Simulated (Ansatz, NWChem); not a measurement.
**A small benchmark: dipole moment**

10 molecules with oxygen; the dipole moment in D, computed less measured. Shapes, held fixed at every level: PBE0-D4/def2-TZVP. No vibrational averaging. Dipoles are compared by magnitude; molecules under 1 D, whose direction can flip, are left out. Programs: Ansatz 0.2.0, NWChem 7.3.0. A level may come from different programs for different species; with the same settings they agree closely. Measured values: NIST CCCBDB.

Levels: A = HF/def2-SVP; B = B3LYP-D4/def2-TZVPP; C = wB97M-V/def2-TZVPP.

| molecule | measured | A | B | C |
| --- | --- | --- | --- | --- |
| NOF (SMILES O=NF) | 1.81 | -0.24 | -0.42 | -0.36 |
| H2O (SMILES O) | 1.85 | +0.28 | +0.09 | +0.09 |
| SO2 (sulfur dioxide) | 1.63 | +0.66 | +0.10 | +0.17 |
| CHFO (formyl fluoride) | 2.02 | +0.44 | +0.07 | +0.09 |
| C2H2O (ethenone) | 1.42 | +0.26 | +0.03 | -0.02 |
| SO2F2 (sulfuryl fluoride) | 1.12 | +0.01 | +0.01 | +0.04 |
| CH4O (SMILES CO) | 1.70 | +0.18 | -0.06 | -0.06 |
| C2H3ClO (acetyl chloride) | 2.72 | +0.33 | +0.06 | +0.06 |
| C3H4O (cyclopropanone) | 2.67 | +0.51 | +0.27 | +0.27 |
| C2H6O (dimethyl ether) | 1.30 | +0.26 | -0.09 | -0.08 |

Q: Which level does best on this set, which worst, and which err to one side?

A: 
| level | kind | mean error | mean absolute error | worst case |
| --- | --- | --- | --- | --- |
| HF/def2-SVP | Hartree–Fock | +0.269 | 0.317 | SO2 |
| B3LYP-D4/def2-TZVPP | global hybrid | +0.006 | 0.120 | NOF |
| wB97M-V/def2-TZVPP | range-separated hybrid | +0.020 | 0.124 | NOF |

On this set B3LYP-D4/def2-TZVPP has the smallest mean absolute error and HF/def2-SVP the largest. HF/def2-SVP is too high in 9 of 10. All levels miss NOF, C3H4O on one side: the cause may be the shape, the tabulated value or an error that the levels share. The levels differ in basis as well as in method. The tabulated value of NOF is in doubt (older tables, estimates, or at odds with other calculations) and kept here. Over the 9 molecules whose values aren't doubted the mean absolute errors are A 0.326; B 0.087; C 0.098. The smallest two are near a tie. The set is small.
